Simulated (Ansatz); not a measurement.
**How the equilibrium lattice constant a of Ag (P6₃/mmc, No. 194; start mp-10597; another form than the element's usual one) moves with the method**

No measured value is used here.

Put these levels in order of the equilibrium lattice constant a that they give for Ag (P6₃/mmc, No. 194; start mp-10597; another form than the element's usual one), smallest first: LDA (Ansatz, an electronic-structure program), PBEsol (Ansatz), r²SCAN (Ansatz).

LDA (2.823 Å), PBEsol (2.861 Å), r²SCAN (2.897 Å)

LDA, PBEsol, r²SCAN: the relaxation could not lower the start's symmetry, so the cell can be a saddle point above a distorted one. Ansatz's density-functional and Hartree–Fock values are scalar-relativistic unless marked +SOC, with PAW data made under PBE.

A start named mp-… is a Materials Project structure, which can be a computed phase never made.
